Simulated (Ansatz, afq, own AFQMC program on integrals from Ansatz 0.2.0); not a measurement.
Two steps: Ansatz 0.2.0 writes the Fock matrix and Cholesky factors of the valence space, and afq projects on them the lowest state that overlaps trial and start.

```yaml
crystal:
  periodic: [false, false, false]
  atoms:
    - {symbol: Al, position_ang: [0.000000, -0.084877, 0.620504]}
    - {symbol: N, position_ang: [0.000000, 0.035620, -1.143535]}
    - {symbol: H, position_ang: [0.000000, 1.349999, 1.353786]}
    - {symbol: H, position_ang: [0.000000, 0.427096, -2.073077]}
basis:
  gaussian: {orbitals: cc-pVDZ}
magnetization: {spin_polarized: true, initial_magnetization: 2}
correlation: {method: ccsd_t, electrons: outside_noble_gas, hamiltonian_folder: ham}
```

```sh
$ ansatz run in.yaml --threads 1 --pin off --events-out ev --progress --plain --max-ram 1382MiB
```

afq runs on the folder ham with

```
--method free --trial cisd --walkers 60 --time-step 0.03 --max-blocks 80 --target-error 0.00038 --factor-cut 1e-05 --seed 4282 --times 0,0.21,0.42,0.81,1.2,1.8,2.4,3 --taylor-order 8
```

Times are imaginary, in 1/Eh. The walk had a cap of 1086 s.

```
orbitals 36  electrons 6 4  factors 267 of 404
reference energy -297.46363981 Eh
CCSD correlation -0.20791126 Eh in 12 cycles, weight of the determinant in the CISD state 0.9024
repeat  energy at the last time / Eh  error
    10  -297.677043  0.000807
    20  -297.676748  0.000652
    30  -297.676933  0.000531
    40  -297.676841  0.000464
    50  -297.677025  0.000399
    60  -297.676997  0.000370
time / (1/Eh)  energy / Eh  error  mean overlap
  0.00  -297.671775  0.000177  1.1098
  0.21  -297.674463  0.000214  1.1107
  0.42  -297.675915  0.000213  1.1071
  0.81  -297.676890  0.000257  1.1151
  1.20  -297.677251  0.000285  1.1149
  1.80  -297.677933  0.000312  1.0876
  2.40  -297.677579  0.000364  1.1165
  3.00  -297.677009  0.000367  1.1489
energy -297.677009 +/- 0.000367 Eh
```

Q: Estimate how long the walk took on 1 thread of AMD EPYC 9R45 96-Core Processor (Zen 5) (shared host).

A: 80 s of wall time.

The run failed at least one of its tests; the cautions name the faults.

Against this walk (error 10.0 meV) on the same determinant: CCSD(T) 13.0 meV higher (within the noise), CCSDT(Q) 29.6 meV lower. The error is statistical, and a free projection of finite length keeps a remainder of its start. The last points scatter (meV from the last: 3 ± 7 at 0.81, -7 ± 8 at 1.20, -25 ± 8 at 1.80, -16 ± 10 at 2.40, 0 ± 10 at 3.00); the last is the one printed as the energy, and the gaps above move with that scatter.

Cautions: remainder of the start not in the error; start not forgotten; lower spins were not checked.

CCSDT and higher add their correlation energy to the determinant of the CCSD(T) run, since their own runs factorise the integrals more tightly (a shift of under 2 meV). A walk keeps the symmetry of its determinant, which the program's search chose and which needn't be the lowest solution, so a lower state of the same spin and another symmetry isn't excluded.
